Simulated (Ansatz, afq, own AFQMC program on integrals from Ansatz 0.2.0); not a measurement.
# BH3O, singlet in cc-pVDZ, levels against CCSDT(Q)

```
atom   x (Å)    y (Å)    z (Å)
   B  0.0000   0.0811   0.9258
   O  0.0000  -0.1164  -0.7375
   H  0.0000   1.1802   1.4119
   H  0.0000  -0.9154   1.5873
   H  0.0000   0.7131  -1.2220
```

Connectivity, by distances: BH2–OH.

Basis cc-pVDZ. Noble-gas cores (and the filled d shells of Ga–Kr and In–Xe) are frozen. AFQMC by an in-house program on the Cholesky factors that Ansatz 0.2.0 writes for its CCSD(T) run. The CISD trial takes its coefficients from CCSD amplitudes. Released means that phaseless walkers are propagated on without the constraint, phases kept. Free AFQMC starts from the CCSD state and is never constrained. Its projection time is finite, and what remains of the start isn't in its error. ± is one standard error of the sampling.

Determinant: RHF, the one that the program's search chose, which needn't be the lowest solution. The geometry is a point of a scan.

No full CI on the walks' own integrals is used here; CCSDT(Q) serves as the reference and is uncertain by about the last step of the cluster series.

Cautions: higher spins were not checked; raised T1 diagnostic (T1 0.024, weight of the determinant 0.89, largest double 0.04).

* T1 diagnostic: 0.0238
* weight of the determinant in the CISD state: 0.889
* size of the correlated space: 12 electrons in 41 orbitals

Reference: CCSDT(Q), correlation energy -8.603 eV. The released energy is read at 2.40 1/Eh (meV from the phaseless value at times in 1/Eh: -4 ± 17 at 0.24, -12 ± 16 at 0.51, -55 ± 18 at 0.99, -52 ± 28 at 1.62, -36 ± 34 at 2.40).

```json
{"level": "HF", "E − E(reference) (meV)": "8603.0", "share of correlation (%)": "0.00"}
{"level": "MP2", "E − E(reference) (meV)": "850.8", "share of correlation (%)": "90.11"}
{"level": "CCSD", "E − E(reference) (meV)": "261.1", "share of correlation (%)": "96.96"}
{"level": "CCSD(T)", "E − E(reference) (meV)": "46.6", "share of correlation (%)": "99.46"}
{"level": "CCSDT", "E − E(reference) (meV)": "25.9", "share of correlation (%)": "99.70"}
{"level": "ph-AFQMC/HF", "E − E(reference) (meV)": "-179.5 ± 90.1", "share of correlation (%)": "102.09"}
{"level": "ph-AFQMC/CISD", "E − E(reference) (meV)": "18.0 ± 21.2", "share of correlation (%)": "99.79"}
{"level": "released AFQMC", "E − E(reference) (meV)": "-17.5 ± 33.9", "share of correlation (%)": "100.20"}
{"level": "free AFQMC", "E − E(reference) (meV)": "-7.3 ± 27.0", "share of correlation (%)": "100.08"}
```

Free projections are given only where their last times agree within the noise and don't stop above the reference; a slow remainder of the start can still hide under it. A walk keeps the symmetry of its determinant, which the program's search chose and which needn't be the lowest solution, so a lower state of the same spin and another symmetry isn't excluded. Released energies are given only where the last usable release times agree within the noise; a slower fall can still hide under it.
